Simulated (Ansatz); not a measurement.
Input file:

```yaml
crystal:
  periodic: [false, false, false]
  atoms:
    - {symbol: B, position_ang: [0.000000, -0.774100, 1.802429]}
    - {symbol: Ge, position_ang: [0.000000, 0.212658, 0.039677]}
    - {symbol: O, position_ang: [0.000000, -0.552059, -1.414527]}
    - {symbol: H, position_ang: [0.000000, 1.740121, 0.261323]}
basis:
  gaussian: {orbitals: cc-pVDZ}
magnetization: {spin_polarized: false, initial_magnetization: 4}
hamiltonian: {xc: {name: r2SCAN}, pseudopotentials: {relativity: none}}
correlation: {method: ccsd, electrons: outside_noble_gas}
```

```sh
$ ansatz run in.yaml --threads 1 --pin off --events-out ev --progress --plain --max-ram 2393MiB
```

Q: Roughly how long does this take on 1 thread of Arm Neoverse V1, shared host, and how much host memory?

A: 15 s wall and 0.19 GiB.

```
634 factors; integrals over basis functions are off by at most 9.2e-4 eV
mean field evaluation 1: about -59243.4488 eV, gradient 4.1e1 eV
mean field evaluation 2: about -59243.4492 eV, gradient 4.1e1 eV
mean field evaluation 4: about -59240.8847 eV, gradient 3.4e1 eV
mean field evaluation 8: about -59247.7472 eV, gradient 7.6e-1 eV
mean field evaluation 16: about -59247.7499 eV, gradient 2.4e-3 eV
mean field evaluation 32: about -59245.1782 eV, gradient 2.4e1 eV
mean field evaluation 64: about -59247.6843 eV, gradient 3.1e0 eV
mean field -59247.74985859 eV, -2177.3146477360 hartree, gradient 9.2e-6 eV, S^2 6.000000; 4 other end points of the search recorded, 0 dependent functions left out
mean field evaluation 96: about -59191.5728 eV, gradient 6.4e-1 eV
mean field evaluation 128: about -59189.8680 eV, gradient 1.3e-1 eV
16 core orbitals not correlated: weight in the atoms' cores, before any rotation towards them, 0.975 or more for the frozen orbitals, at most 0.023 for the correlated occupied ones
reference -59190.23750304 eV, -2175.2011076526 hartree; 9, 5 occupied and 35, 39 virtual orbitals, 634 factors
second order -8.30566780 eV of doubles, -0.73816164 eV of singles
cycle   1  -8.54161563 eV  change    5.1e-1 eV  update   1.4e-1
cycle   2  -8.98814029 eV  change   -4.5e-1 eV  update   7.0e-2
cycle   3  -9.09787961 eV  change   -1.1e-1 eV  update   1.5e-2
cycle   4  -9.11108389 eV  change   -1.3e-2 eV  update   7.9e-3
cycle   5  -9.11634606 eV  change   -5.3e-3 eV  update   5.0e-3
cycle   6  -9.11656356 eV  change   -2.2e-4 eV  update   2.5e-3
cycle   7  -9.11760945 eV  change   -1.0e-3 eV  update   1.5e-3
cycle   8  -9.11885741 eV  change   -1.2e-3 eV  update   7.7e-4
cycle   9  -9.11930890 eV  change   -4.5e-4 eV  update   3.9e-4
cycle  10  -9.11941394 eV  change   -1.1e-4 eV  update   2.0e-4
cycle  11  -9.11964577 eV  change   -2.3e-4 eV  update   1.2e-4
cycle  12  -9.11954394 eV  change    1.0e-4 eV  update   7.1e-5
cycle  13  -9.11963926 eV  change   -9.5e-5 eV  update   5.2e-5
cycle  14  -9.11961210 eV  change    2.7e-5 eV  update   3.3e-5
cycle  15  -9.11960358 eV  change    8.5e-6 eV  update   1.6e-5
Total energy: -59199.35710662 eV, -2175.5362469027 hartree
```
